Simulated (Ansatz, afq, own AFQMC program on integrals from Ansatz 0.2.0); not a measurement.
AFQMC on a folder of integrals that Ansatz 0.2.0 wrote.

```yaml
crystal:
  periodic: [false, false, false]
  atoms:
    - {symbol: B, position_ang: [0.000000, 0.000000, 0.858848]}
    - {symbol: N, position_ang: [0.000000, 0.000000, -0.508608]}
    - {symbol: H, position_ang: [0.000000, -0.840950, -1.072031]}
    - {symbol: H, position_ang: [0.000000, 0.840950, -1.072031]}
basis:
  gaussian: {orbitals: cc-pVDZ}
magnetization: {spin_polarized: true, initial_magnetization: 2}
correlation: {method: ccsd_t, electrons: outside_noble_gas, hamiltonian_folder: ham}
```

```sh
$ ansatz run in.yaml --threads 1 --pin off --events-out ev --progress --plain --max-ram 1382MiB
```

Options of the walk:

```
--method phaseless --trial hf --walkers 120 --populations 1 --least-time 40 --time-step 0.005 --steps-per-block 20 --equilibration-blocks 112 --max-blocks 600 --target-error 0.00114 --factor-cut 1e-05 --start spin_pure --seed 6009 --taylor-order 6
```

Times are imaginary, in 1/Eh. The walk had a cap of 1086 s.

Output of the walk:

```
orbitals 36  electrons 6 4  factors 282 of 355
reference energy -80.20828629 Eh
CCSD correlation -0.22965186 Eh in 11 cycles, weight of the determinant in the CISD state 0.9132
energy of the start -80.208817 Eh
 block  time / (1/Eh)  mean weight  energy / Eh
     1     0.100  1.0010  -80.269331
     2     0.200  0.9993  -80.317896
     3     0.300  1.0003  -80.346026
     4     0.400  1.0012  -80.362451
     5     0.500  1.0029  -80.395212
     7     0.700  1.0004  -80.427760
     9     0.900  1.0000  -80.444530
    18     1.800  0.9989  -80.451821
    52     5.200  0.9995  -80.441114
    86     8.600  0.9988  -80.470720
   120    12.000  0.9985  -80.415965
   154    15.400  1.0015  -80.459769
   188    18.800  1.0001  -80.476101
   222    22.200  1.0005  -80.500641
   256    25.600  0.9997  -80.447547
   290    29.000  1.0011  -80.444917
   324    32.400  0.9999  -80.434190
   358    35.800  1.0006  -80.425843
   392    39.200  0.9982  -80.403293
   426    42.600  0.9993  -80.459258
   460    46.000  1.0015  -80.467377
   494    49.400  1.0026  -80.464370
   528    52.800  0.9998  -80.435580
   562    56.200  1.0012  -80.447815
   596    59.600  0.9986  -80.453254
   630    63.000  1.0012  -80.438833
   664    66.400  0.9991  -80.425201
   698    69.800  1.0025  -80.418587
blocks merged  error / Eh  count
     1  0.000823  600
     2  0.001080  300
     4  0.001354  150
     8  0.001656  75
    16  0.002063  37
    32  0.002442  18
    64  0.002217  9
energy -80.444380 +/- 0.002442 Eh
(rows thinned)
```

The run passed its tests (sampling time, drift between the halves within three errors, error under three times the target), which doesn't prove that it has relaxed.

Against this walk (error 66.5 meV) on the same determinant: CCSD(T) 2.7 meV higher (within the noise), CCSDT(Q) 29.1 meV lower (within the noise), a separate phaseless walk with a CISD trial and standard settings 23.8 ± 67.1 meV lower (within the noise). The error is statistical and leaves out the bias of the constraint.

Cautions: constraint bias not in the error; error above the target (66.5 against 31.0 meV); lower spins were not checked.

The walk took 6.5 min on 1 thread of Arm Neoverse N1 (shared host). The log's last line is the phaseless energy.

CCSDT and higher add their correlation energy to the determinant of the CCSD(T) run, since their own runs factorise the integrals more tightly (a shift of under 2 meV). A walk keeps the symmetry of its determinant, which the program's search chose and which needn't be the lowest solution, so a lower state of the same spin and another symmetry isn't excluded.
